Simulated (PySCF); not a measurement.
**wB97X-V/STO-3G run of BF (SMILES [B]F)**

What is the vertical singlet–triplet gap of BF at wB97X-V/STO-3G? 

The calculation is run with PySCF 2.14.0.

33 further runs of the same task are left out: 6 that didn't finish, 27 set aside as unsound or not needed.

### Step 1. Starting point

BF has 2 atoms, charge 0, and is taken as a singlet. As SMILES, `[B]F`. Geometry: relaxed at PBE0-D4/def2-TZVP.

Bond lengths: B1–F2 1.263 Å.

### Step 2. The energy at wB97X-V/STO-3G

The input, run.py:

```python
from pyscf import gto, dft

mol = gto.M(
    atom=[
    ('B', (0.000000, -0.000000, -0.009350)),
    ('F', (-0.000000, 0.000000, 1.253740)),
],
    basis='sto-3g',
    charge=0,
    spin=0,
    verbose=4,
    max_memory=1860,
)

mf = dft.RKS(mol)
mf.xc = 'wb97x-v'
mf.grids.level = 5
mf.conv_tol = 1e-10
mf.nlcgrids.level = 1
mf.kernel()
if not mf.converged:
    mf = mf.newton().run(mf.mo_coeff, mf.mo_occ)

etot = mf.e_tot
print('Final energy', etot)
```

Started as:

```bash
$ OMP_NUM_THREADS=1 python run.py
```

Log:

```text
PySCF version 2.14.0

[INPUT] num. atoms = 2
[INPUT] num. electrons = 14
[INPUT] charge = 0
[INPUT] spin (= nelec alpha-beta = 2S) = 0
[INPUT] symmetry False subgroup None
[INPUT] Mole.unit = angstrom
[INPUT] Symbol           X                Y                Z      unit          X                Y                Z       unit  Magmom
[INPUT]  1 B      0.000000000000   0.000000000000  -0.009350000000 AA    0.000000000000   0.000000000000  -0.017668939265 Bohr   0.0
[INPUT]  2 F      0.000000000000   0.000000000000   1.253740000000 AA    0.000000000000   0.000000000000   2.369225231412 Bohr   0.0

nuclear repulsion = 18.8529514851673
number of shells = 6
number of NR pGTOs = 30
number of NR cGTOs = 10
basis = sto-3g
ecp = {}

******** <class 'pyscf.dft.rks.RKS'> ********
method = RKS
initial guess = minao
damping factor = 0
level_shift factor = 0
DIIS = <class 'pyscf.scf.diis.CDIIS'>
diis_start_cycle = 1
diis_space = 8
diis_damp = 0
SCF conv_tol = 1e-10
SCF conv_tol_grad = None
SCF max_cycles = 50
direct_scf = True
direct_scf_tol = 1e-13
XC library pyscf.dft.libxc version 7.0.0
    S. Lehtola, C. Steigemann, M. J.T. Oliveira, and M. A.L. Marques.,  SoftwareX 7, 1–5 (2018)
XC functionals = wb97x-v
    N. Mardirossian and M. Head-Gordon.,  Phys. Chem. Chem. Phys. 16, 9904-9924 (2014)
radial grids:
    Treutler-Ahlrichs [JCP 102, 346 (1995); DOI:10.1063/1.469408] (M4) radial grids

becke partition: Becke, JCP 88, 2547 (1988); DOI:10.1063/1.454033
pruning grids: <function nwchem_prune>
grids dens level: 5
symmetrized grids: False
atomic radii adjust function: <function treutler_atomic_radii_adjust>
** Following is NLC and NLC Grids **
NLC functional = wb97x-v
radial grids:
    Treutler-Ahlrichs [JCP 102, 346 (1995); DOI:10.1063/1.469408] (M4) radial grids

becke partition: Becke, JCP 88, 2547 (1988); DOI:10.1063/1.454033
pruning grids: <function nwchem_prune>
grids dens level: 1
symmetrized grids: False
atomic radii adjust function: <function treutler_atomic_radii_adjust>
small_rho_cutoff = 0
Set gradient conv threshold to 1e-05
Initial guess from minao.
tot grids = 87040
tot grids = 10480
init E= -122.865696446345
  HOMO = -0.228203298005139  LUMO = 0.13180488181883  gap/eV = 9.79632
cycle= 1 E= -122.802498386801  delta_E= 0.0632  |g|= 0.322  |ddm|= 1.52
  HOMO = -0.265019956554531  LUMO = 0.229499067207784  gap/eV = 13.45655
cycle= 2 E= -122.80986383693  delta_E= -0.00737  |g|= 0.355  |ddm|= 0.761
  HOMO = -0.236715495971571  LUMO = 0.240665598108461  gap/eV = 12.99020
cycle= 3 E= -122.843907204292  delta_E= -0.034  |g|= 0.0127  |ddm|= 0.331
  HOMO = -0.234049056961848  LUMO = 0.243634489837997  gap/eV = 12.99843
cycle= 4 E= -122.84394620072  delta_E= -3.9e-05  |g|= 0.000504  |ddm|= 0.0132
  HOMO = -0.23405432668016  LUMO = 0.243442721914132  gap/eV = 12.99336
cycle= 5 E= -122.843946358825  delta_E= -1.58e-07  |g|= 0.000198  |ddm|= 0.00103
  HOMO = -0.234037775796718  LUMO = 0.243470783105693  gap/eV = 12.99367
cycle= 6 E= -122.843946374827  delta_E= -1.6e-08  |g|= 1.91e-05  |ddm|= 0.00045
  HOMO = -0.234041231537407  LUMO = 0.243466849226657  gap/eV = 12.99366
cycle= 7 E= -122.84394637493  delta_E= -1.03e-10  |g|= 7.69e-07  |ddm|= 2.67e-05
  HOMO = -0.234041169347121  LUMO = 0.243467015019488  gap/eV = 12.99366
cycle= 8 E= -122.84394637493  delta_E= -2.84e-13  |g|= 9.04e-08  |ddm|= 1.79e-06
  HOMO = -0.234041186875664  LUMO = 0.243466996782629  gap/eV = 12.99366
Extra cycle  E= -122.84394637493  delta_E= 5.68e-14  |g|= 5.76e-08  |ddm|= 1.8e-07
converged SCF energy = -122.84394637493
Final energy -122.8439463749298
```

It took 5.1 s on 1 thread of Intel Xeon Platinum 8375C at 2.90GHz (Ice Lake), shared host; peak memory 0.15 GiB.

### Step 3. The triplet, same level

The input, calc.py:

```python
from pyscf import gto, dft

mol = gto.Mole()
mol.atom = 'B 0.000000 -0.000000 -0.009350; F -0.000000 0.000000 1.253740'
mol.spin = 2
mol.verbose = 3
mol.basis = 'sto-3g'
mol.charge = 0
mol.max_memory = 1860
mol.build()

ks = dft.UKS(mol, xc='wb97x-v')
ks.nlcgrids.level = 1
ks.grids.level = 5
ks.conv_tol = 1e-10
ks.kernel()
if not ks.converged:
    ks = ks.newton().run(ks.mo_coeff, ks.mo_occ)

etot = ks.e_tot
print('E(%s) = %.9f' % ('WB97X-V', etot))
```

Started as:

```bash
$ OMP_NUM_THREADS=1 python calc.py
```

Log:

```text
WARN: HOMO 0.131804881818829 >= LUMO -0.228203298005135

converged SCF energy = -122.707906621787  <S^2> = 2.0043358  2S+1 = 3.0028891
E(WB97X-V) = -122.707906622
```

Run time: 7.2 s. Hardware: 1 thread of Intel Xeon Platinum 8375C at 2.90GHz (Ice Lake), shared host; peak memory 0.16 GiB.

### Step 4. Outcome

At wB97X-V/STO-3G:

```
                                        quantity          value
                           singlet: total energy  -122.84395 Eh
                          singlet: dipole moment         1.51 D
                            singlet: HOMO energy       -6.37 eV
                            singlet: LUMO energy        6.63 eV
                          singlet: HOMO–LUMO gap       12.99 eV
                           triplet: total energy  -122.70791 Eh
                          triplet: dipole moment         0.15 D
     triplet: HOMO energy (highest over α and β)       -2.42 eV
      triplet: LUMO energy (lowest over α and β)        3.28 eV
                                   triplet: ⟨S²⟩          2.004
vertical energy of the triplet above the singlet       3.702 eV
```

At this shape the triplet lies 3.70 eV (85 kcal/mol) above the singlet. In a minimal basis such a difference can be off by several eV, whatever the method.
